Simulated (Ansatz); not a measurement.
# SiPN (quintet): wave-function methods side by side, def2-TZVPP

The task here is to estimate one member of a computed series from the others.

Method: def2-TZVPP, core rule «outside noble gas», up to 11 orbitals frozen; program: Ansatz 0.2.0, Gaussian basis.

To be run: UHF; ROHF; CCSD(T) on UHF.

2 further runs of the same task are left out: 2 set aside as unsound or not needed.

## What is computed

The geometry is a PBE0/def2-TZVP stationary point (not a proven minimum) of the parent state, kept for this charge and spin.

3 atoms, charge 0, spin multiplicity 5.

Atoms are counted from 1 here; the program's logs count them from 0.

Bond lengths: P1–N2 1.590 Å, N2–Si3 1.609 Å. Angles: P1–N2–Si3 180.0°.

Geometry (Å):

```xyz
3
NPSi
P     0.0000    0.0000   -1.5966
N     0.0000    0.0000   -0.0064
Si    0.0000    0.0000    1.6030
```

The first run:

Input file in.yaml:

```yaml
crystal:
  periodic: [false, false, false]
  atoms:
    - {symbol: P, position_ang: [0.000000, 0.000000, -1.596600]}
    - {symbol: N, position_ang: [0.000000, 0.000000, -0.006400]}
    - {symbol: Si, position_ang: [0.000000, 0.000000, 1.603000]}
basis:
  gaussian: {orbitals: def2-TZVPP}
magnetization: {spin_polarized: true, initial_magnetization: 4}
hamiltonian: {xc: hf}
output: {orbitals: {seedname: orbitals}}
```

Run with:

```sh
$ ansatz run in.yaml --threads 1 --pin off --events-out ev --progress --plain --max-ram 2560MiB --backend cpu
```

Among the steps run: UHF; ROHF; CCSD(T) on UHF.

One of the session's tables, all rows but one given; the rest of the session is left out.

| method | from UCCSD(T) (kcal/mol) |
| --- | --- |
| ROHF | ? |
| UHF | +250.36 |
| UMP2 | +37.20 |
| UCCSD | +13.84 |
| UCCSD(T) | 0 |

Estimate the missing values for ROHF.

**Answer.** from UCCSD(T) (kcal/mol): +264.99. In the column «from UCCSD(T) (kcal/mol)» it is the highest.
